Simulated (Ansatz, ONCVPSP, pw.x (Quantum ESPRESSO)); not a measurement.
## strontium: one change to the ONCV potential, in the atom and in the fcc crystal

```json
{
 "Element": "Sr",
 "Generator": "ONCVPSP 4.0.1",
 "Type": "optimised norm-conserving Vanderbilt (ONCV)",
 "Functional": "PBE",
 "Relativity": "scalar-relativistic",
 "Frozen core": "[Kr]",
 "Valence charge": "2",
 "Reference configuration": "5s2",
 "Partial waves": "5s: rc 4.00 bohr, ncon 4, nbas 7, qcut 1.7 1/bohr, 2 projectors, debl 3.7 Ha; p scattering state at 0.21 Ha: rc 3.85 bohr, ncon 3, nbas 6, qcut 2.3 1/bohr, local; d scattering state at 0.44 Ha: rc 4.10 bohr, ncon 4, nbas 7, qcut 2.7 1/bohr, 1 projector",
 "Local potential": "the p channel",
 "Core correction": "none"
}
```

In the p channel the program set the typed energies aside and used 0.050 Ha. In the d channel the program set the typed energies aside and used -0.047 Ha.

Change: p: qcut 1.3.

Cutoffs, loose and tight: the cutoffs (Ha) at which the residual kinetic energy of the hardest occupied pseudo-wave falls to 1 and 0.1 mHa per electron. They do not see the model core or the augmentation charge, which bear on the density cutoff. Test errors are all-electron minus pseudo excitation energies from the reference, over the configurations 5s1; 5s1.5; 5s1 5p1; 5s0 5p1; variants that change the core or the reference have their own tests.

Crystal test: fcc Sr in pw.x 7.5, no spin, 10³ k-points, Fermi–Dirac smearing 0.01 Ry, cutoffs set for each file from its atomic test. The reference is all-electron LAPW (Ansatz 0.2.0) with the same functional, mesh and smearing; V0 and B0 come from Birch–Murnaghan fits to the pressures at five volumes. Errors are pseudo minus all-electron; Δ is the rms difference of the E(V) curves that follow from these fits, minima aligned, over ±6 % about the mean V0. Mesh and smearing are coarse, so the numbers serve the comparison and aren't converged zero-temperature values; the lattice is a test structure that the element need not adopt.

All-electron: a0 = 6.043 Å (V0 = 55.17 Å³/atom), B0 = 11.8 GPa.

Q: Does the change bring the crystal closer to the all-electron result?

A: The mean pressure error goes from +0.18 to +0.04 GPa, so the change moves the solid closer to the all-electron pressures.

```csv
quantity,base,changed
outcome (atom),"generated, projector energies reset by the program","generated, projector energies reset by the program"
"cutoff, loose (atom)",1.4 Ha,1.4 Ha
"cutoff, tight (atom)",4.8 Ha,4.8 Ha
bound ghosts (atom),none,none
largest test error (meV) (atom),+14 over the solved tests; 1 of 4 tests not solved or not reliable,+17 over the solved tests; 1 of 4 tests not solved or not reliable
cutoffs in pw.x (Ry),35/140,35/140
a0 (Å),6.079,6.052
a0 error (%),+0.60,+0.14
B0 error (%),-15.2,-13.6
Δ (meV/atom),2.4,0.7
mean pressure error (GPa),+0.18,+0.04
```

Base: This is a poor potential for the solid. Atomic configuration tests: 1 of 4 tests not solved or not reliable. The cutoffs count occupied waves only; projector 2 of the s channel, the hardest unoccupied one, needs 12 Ha at the loose tolerance. Changed file: This is a poor potential for the solid. Atomic configuration tests: 1 of 4 tests not solved or not reliable. The cutoffs count occupied waves only; projector 2 of the s channel, the hardest unoccupied one, needs 12 Ha at the loose tolerance.
